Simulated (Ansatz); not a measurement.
Input for Ansatz (development build ahead of 0.2.0):

```yaml
crystal:
  periodic: [false, false, false]
  atoms:
    - { symbol: C, position_ang: [0.0, 0.0, 0.0] }
    - { symbol: "N", position_ang: [0.0, 0.0, 1.17] }
basis:
  gaussian: { orbitals: pcseg-2 }
magnetization:
  initial_magnetization: 1
hamiltonian:
  xc: pbe0
```

The input is written out in the form of the current development build from the run's settings.

Results

```
Converged                       : yes
Total energy                    : -92.62931 hartree
Spin squared of the determinant : 0.750
Stability test                  : minimum among restricted orbitals
```
